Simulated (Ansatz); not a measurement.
Ansatz (a first-principles code) input:

Ansatz 0.2 input:
```yaml
crystal:
  periodic: [false, false, false]
  atoms:
    - {symbol: C, position_ang: [-0.25707630, 0.17154252, -0.00050422]}
    - {symbol: O, position_ang: [0.25831869, 1.29780427, -0.01294596]}
    - {symbol: O, position_ang: [-1.33002752, -0.37085156, 0.00890574]}
    - {symbol: C, position_ang: [1.05465506, -0.86855523, 0.00357654]}
    - {symbol: H, position_ang: [1.99464496, -0.33387121, -0.00521180]}
    - {symbol: H, position_ang: [0.90052178, -1.44156834, 0.91320689]}
    - {symbol: H, position_ang: [0.89303133, -1.45810589, -0.89410728]}
basis:
  gaussian:
    orbitals: STO-3G
magnetization: {spin_polarized: true, initial_magnetization: 1}
correlation: {method: ccsd_t, electrons: outside_noble_gas}
```

Q: Which total energy does the run end on?

A: -224.39773 Eh (CCSD(T)/STO-3G). The basis has 23 functions.

It need not be the lowest isomer of its formula.
